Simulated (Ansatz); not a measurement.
# CH4AlF: the cost of one run

Computed with the Python package of Ansatz 0.2.0. Level of theory: PBE/def2-SVP.

## (1) Starting point

Bond lengths: F1–C2 1.320 Å, C2–Al3 1.966 Å, C2–H4 1.135 Å, C2–H5 1.097 Å, Al3–H6 1.609 Å, Al3–H7 1.651 Å. Angles: F1–C2–Al3 108.8°, F1–C2–H4 109.7°, F1–C2–H5 110.7°, Al3–C2–H4 106.1°, Al3–C2–H5 110.1°, H4–C2–H5 111.3°, C2–Al3–H6 121.7°, C2–Al3–H7 120.5°, H6–Al3–H7 117.8°.

No structure file is read: the coordinates are typed or built in the script.

## (2) Script

Input file run_states.py:

```python
"""Restricted and unrestricted solutions of CH4AlF, stretched and not."""

import logging
import sys

import ansatz as az
import numpy as np

logging.basicConfig(stream=sys.stdout, format="[%(levelname)s] %(message)s")
log = logging.getLogger("calc")
log.setLevel(logging.INFO)


def main() -> None:
    molecule = (
        az.Crystal.molecule()
        .atom("F", (-1.3605, 0.3752, -1.1465))
        .atom("C", (-0.6698, -0.4821, -0.419))
        .atom("Al", (0.7671, 0.4881, 0.508))
        .atom("H", (-0.1568, -1.2334, -1.0972))
        .atom("H", (-1.3187, -0.9811, 0.3107))
        .atom("H", (0.451, 1.6642, 1.5591))
        .atom("H", (2.3489, 0.101, 0.2392))
    )
    symbols = [site.symbol for site in molecule.cartesian_sites]

    start = np.array([site.position_ang for site in molecule.cartesian_sites])
    for factor in [1.0, 1.5]:
        xyz = (start - start.mean(axis=0)) * factor
        scaled = az.Crystal.molecule()
        for symbol, place in zip(symbols, xyz):
            scaled = scaled.atom(symbol, place.tolist())
        calc = (
            scaled.calculation()
            .basis(gaussian="def2-SVP")
            .functional("PBE")
            .spin("collinear")
        )
        for search in ("off", "standard"):
            try:
                summary = calc.scf(lower_state_search=search).run(threads=1, pin="off").report
            except az.AnsatzError as error:
                log.info(f"x{factor} search {search}: {type(error).__name__}")
                continue
            state = summary["mean_field"]["state"]
            log.info(f"all distances x{factor}, search {search:8s} E = {summary['free_energy_ev']:.5f} eV  <S^2> = {abs(state['spin_squared']):.3f}  other states met: {len(summary['mean_field']['others'])}")


if __name__ == "__main__":
    main()
```

## (3) Running it

Run with:

```bash
$ python run_states.py
```

What time and memory should one allow on 1 thread of Arm Neoverse V1, shared host?

About 12 s, with a peak of 0.21 GiB.
